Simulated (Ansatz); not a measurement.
```yaml
crystal:
  periodic: [false, false, false]
  atoms:
    - {symbol: Ge, position_ang: [-0.368928, 0.014910, -0.000838]}
    - {symbol: O, position_ang: [1.554107, -0.116247, 0.003791]}
    - {symbol: H, position_ang: [1.918938, 0.770693, 0.000254]}
basis:
  gaussian: {orbitals: def2-TZVP}
magnetization: {spin_polarized: true, initial_magnetization: 3}
hamiltonian: {xc: pbe0}
relax: {f_tol: 0.004, max_steps: 80}
```

```sh
$ ansatz run in.yaml --threads 1 --pin off --events-out ev --progress --plain --max-ram 2176MiB
```

Steps of the relaxation (energy above the last step; positions in Å, forces in eV/Å):

```
3
step 1, 32.1 meV
Ge   -0.369    0.015   -0.001    0.685    0.049    0.001
O     1.554   -0.116    0.004   -0.682   -0.549    0.001
H     1.919    0.771    0.000   -0.003    0.500   -0.002
```

```
3
step 2, 10.8 meV
Ge   -0.344    0.025   -0.001    0.463   -0.004    0.001
O     1.553   -0.130    0.004   -0.434   -0.105    0.000
H     1.895    0.774    0.000   -0.030    0.109   -0.001
```

```
3
step 3, 0.8 meV
Ge   -0.306    0.033   -0.001   -0.118   -0.016    0.000
O     1.540   -0.136    0.004    0.061    0.010    0.000
H     1.870    0.773    0.000    0.057    0.006    0.000
```

```
3
step 6, 0.0 meV
Ge   -0.314    0.029   -0.001    0.000    0.000    0.000
O     1.539   -0.133    0.004    0.000    0.000    0.000
H     1.879    0.773    0.000    0.000    0.000    0.000
```

Close pairs at the end: O2–H3 0.967 Å, Ge1–O2 1.861 Å.

A stationary point of unrestricted PBE0 after 6 steps, with ⟨S²⟩ = 3.756 against 3.75 for a pure state; no frequencies were run, so it isn't proven a minimum. 7.5 s on 1 thread of AMD EPYC 9R45, shared host.
